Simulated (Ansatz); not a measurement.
C₅H₇F, SMILES `FC1C=CCC1`. Total charge 0; spin multiplicity 1. The structure was optimised at the PBE0-D4/def2-TZVP level.

```xyz
13

F     0.180   -1.311    1.970
C     0.403   -0.954    0.640
C    -0.853   -1.033   -0.165
C    -1.061    0.082   -0.853
C     0.013    1.102   -0.630
C     0.826    0.512    0.533
H     1.168   -1.652    0.279
H    -1.470   -1.922   -0.185
H    -1.891    0.246   -1.532
H    -0.391    2.094   -0.409
H     0.626    1.215   -1.532
H     1.903    0.631    0.409
H     0.547    0.991    1.474
```

(1) What is the dipole moment at PBE/def2-TZVPP? (Best estimate.)

(2) And with r2SCAN, B3LYP, ωB97M-V? (An estimate is asked.)

(3) Give the Mulliken charges with PBE, r2SCAN, B3LYP in def2-TZVPP. (An estimate is asked.)

Results:

(1) Computed: 2.03 D, with components (0.23, 0.91, -1.80) D in this frame, pointing from negative to positive charge.

(2) Computed: r2SCAN 2.11 D, B3LYP 2.16 D, ωB97M-V 2.15 D.

(3) Ansatz gave: 
```csv
atom,PBE,r2SCAN,B3LYP
F1,-0.21,-0.25,-0.25
C2,0.18,0.28,0.22
C3,-0.17,-0.18,-0.19
C4,-0.12,-0.12,-0.13
C5,-0.07,0.01,-0.09
C6,-0.13,-0.07,-0.15
H7,0.04,0.01,0.06
H8,0.10,0.09,0.12
H9,0.10,0.09,0.12
H10,0.07,0.03,0.07
H11,0.07,0.04,0.07
H12,0.07,0.03,0.07
H13,0.08,0.05,0.08
```

B3LYP here is the variant with VWN-RPA as its local correlation; programs differ in this.
